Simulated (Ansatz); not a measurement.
# HP2Si: the cost of one run

The runs use Ansatz 0.2.0, Gaussian basis; cc-pVDZ, all electrons in the functionals, frozen cores in the correlation of double hybrids and RPA.

Plan: wB97M-V, B2PLYP, RPA-PBE, at charge 0, doublet; charge 0, quartet; charge 1, singlet; charge 1, triplet; displaced geometry v1; displaced geometry v2.

20 further runs of the same task are left out: 11 that didn't finish, 9 set aside as unsound or not needed.

## (1) What is computed

The geometry is a PBE0/def2-TZVP stationary point (not a proven minimum).

4 atoms, charge 0, spin multiplicity 2.

Atoms are counted from 1 here; the program's logs count them from 0.

Bond lengths: P1–Si2 2.099 Å, P1–H4 1.429 Å, Si2–P3 2.012 Å. Angles: Si2–P1–H4 87.3°, P1–Si2–P3 175.6°.

No dispersion term is added; wB97M-V holds VV10 nonlocal correlation.

The geometry shown and the zero of energy belong to the point charge 0, doublet. The yardstick, UCCSD(T), and other wave-function levels (R restricted, U unrestricted, valence and pair active spaces) come from earlier runs.

## (2) wB97M-V, charge 0, doublet

The input, in.yaml:

```yaml
crystal:
  periodic: [false, false, false]
  atoms:
    - {symbol: P, position_ang: [-0.000006, -0.410564, 1.546288]}
    - {symbol: Si, position_ang: [0.000029, -0.286152, -0.549294]}
    - {symbol: P, position_ang: [-0.000008, -0.321661, -2.561269]}
    - {symbol: H, position_ang: [-0.000015, 1.018377, 1.564274]}
basis:
  gaussian: {orbitals: cc-pVDZ}
magnetization: {spin_polarized: true, initial_magnetization: 1}
hamiltonian: {xc: {name: wB97M-V}}
output: {orbitals: {seedname: orbitals}}
```

Run with:

```
$ ansatz run in.yaml --threads 1 --pin off --events-out ev --progress --plain --max-ram 2393MiB
```

**Question.** How long does this run take on 1 thread of Intel Xeon at 2.50GHz, shared host, and how much memory does it need?

About 20 s, with a peak of 0.27 GiB.
